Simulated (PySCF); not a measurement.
# How the method moves the HOMO and LUMO of `NC(=O)CS`

Compound: C₂H₅NOS.
Structure used (PBE0-D3(BJ)/def2-SVP), in Å, numbered top down from 1:
```
atom  x, y, z in Å
N1     1.4369    0.1911    0.1956
C2     0.3955   -0.6046    0.5195
O3     0.4286   -1.4640    1.3749
C4    -0.8754   -0.4104   -0.3043
S5    -1.0907    1.1577   -1.1939
H6     2.3027    0.0866    0.7066
H7     1.3276    0.9191   -0.4999
H8    -1.7280   -0.6173    0.3562
H9    -0.8868   -1.1918   -1.0809
H10   -1.3021    1.9274   -0.1041
```

Basis pcSseg-2 throughout (PySCF), one geometry. One conformer (not necessarily the lowest) at the PBE0-D3(BJ)/def2-SVP geometry, without solvent, vibrations or thermal averaging.

How do the orbital energies, the gap and the dipole change with the method?

```csv
method,kind,HOMO (eV),LUMO (eV),gap (eV),μ (D),SCF cycles
BLYP,GGA,-5.64,-0.98,4.66,2.60,17
OPBE,GGA,-5.69,-0.84,4.85,2.47,17
PBE,GGA,-5.74,-1.01,4.73,2.55,17
B97-D,GGA,-5.75,-0.90,4.84,2.57,17
BP86,GGA,-5.85,-1.01,4.84,2.56,17
KT3,GGA,-5.88,-1.09,4.79,2.52,17
KT2,GGA,-5.89,-1.06,4.83,2.53,17
LDA,LDA,-5.91,-1.18,4.73,2.61,16
B97-2,global hybrid,-6.91,-0.16,6.74,2.66,14
B3LYP,global hybrid,-6.95,-0.47,6.48,2.71,15
PBE0,global hybrid,-7.18,-0.17,7.01,2.67,14
mPW1PW91,global hybrid,-7.20,-0.16,7.04,2.68,14
BHandHLYP,global hybrid,-8.47,0.51,8.98,2.84,13
CAM-B3LYP,range-separated hybrid,-8.59,0.66,9.24,2.78,13
wB97X-D,range-separated hybrid,-9.06,1.59,10.65,2.71,14
LC-wPBE,range-separated hybrid,-9.92,1.89,11.81,2.74,15
HF,Hartree–Fock,-10.37,2.37,12.74,2.97,11
```

The HOMO spans 4.73 eV, from BLYP down to HF, and the gap runs from 4.66 eV (BLYP) to 12.74 eV (HF). Over the methods BLYP (0 %), OPBE (0 %), PBE (0 %), B97-D (0 %), BP86 (0 %), KT3 (0 %), KT2 (0 %), LDA (0 %), B97-2 (21 %), B3LYP (20 %), PBE0 (25 %), mPW1PW91 (25 %), BHandHLYP (50 %), HF (100 %), a straight line through the gap against the share of exact exchange rises by 0.81 eV for each 10 % (correlation coefficient 0.999). The dipole ranges from 2.47 D (OPBE) to 2.97 D (HF). This basis has no diffuse functions.

The vertical ΔSCF ionisation energy at CAM-B3LYP/def2-SVPD is 9.59 eV; −ε(HOMO) comes closest to it with LC-wPBE (9.92 eV).
